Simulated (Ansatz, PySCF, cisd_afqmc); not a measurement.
System: C₃H₆, charge 0, singlet. C3H6 (SMILES C1CC1).
B3LYP-D3(BJ)/def2-TZVP minimum from Ansatz (a program for electronic structure):
```xyz
9

C      0.0021     0.8680     0.0015
C      0.7506    -0.4358    -0.0075
C     -0.7527    -0.4321     0.0060
H      0.0117     1.4536     0.9108
H     -0.0045     1.4568    -0.9058
H      1.2503    -0.7291    -0.9208
H      1.2665    -0.7323     0.8958
H     -1.2539    -0.7261     0.9183
H     -1.2701    -0.7229    -0.8983
```

Atomisation energy term by term, kcal/mol (programs: Ansatz, cisd_afqmc). UHF or UKS for unpaired electrons; spin-orbit terms are left out. Cores are frozen in correlated methods. Rows without X2C or -DK are non-relativistic. The Monte Carlo rows (phaseless AFQMC, CISD trial, step 0.005/hartree) carry one-sigma bars that omit the constraint's bias. Outlying blocks are dropped, and bars are widened where a walk drifts. Over all cases where full CI ran beside it in this data, AFQMC minus full CI had a median of +0.1 mEh and passed +0.4 mEh in a tenth of the cases. CBS(X,Y): correlation extrapolated as X^-3, Hartree-Fock from the larger set. A bracket is a step between two methods taken in the basis named. 'core' is core correlation in cc-pwCVTZ, 'X2C' scalar relativity in cc-pVTZ-DK, both at CCSD(T). For partners of very few electrons the exact lower level stands in for a higher one.

```json
[
 {"term": "Hartree-Fock", "basis": "cc-pVQZ", "kcal/mol": "645.75"},
 {"term": "CCSD correlation", "basis": "CBS(cc-pVTZ,cc-pVQZ)", "kcal/mol": "194.45"},
 {"term": "(T)", "basis": "CBS(cc-pVTZ,cc-pVQZ)", "kcal/mol": "11.06"},
 {"term": "CCSDT(Q) - CCSD(T)", "basis": "cc-pVDZ", "kcal/mol": "0.29"},
 {"term": "core correlation", "basis": "cc-pwCVTZ", "kcal/mol": "3.55"},
 {"term": "scalar relativity", "basis": "X2C, cc-pVTZ-DK", "kcal/mol": "-0.58"},
 {"term": "minus zero-point energy", "basis": "Hessian by PySCF at B3LYP-D3(BJ)/def2-TZVP", "kcal/mol": "-50.94"},
 {"term": "sum: D0", "basis": "", "kcal/mol": "803.6"}
]
```

The step beyond CCSD(T) by other levels: AFQMC/CISD in cc-pVDZ 0.52 ± 0.28 kcal/mol.
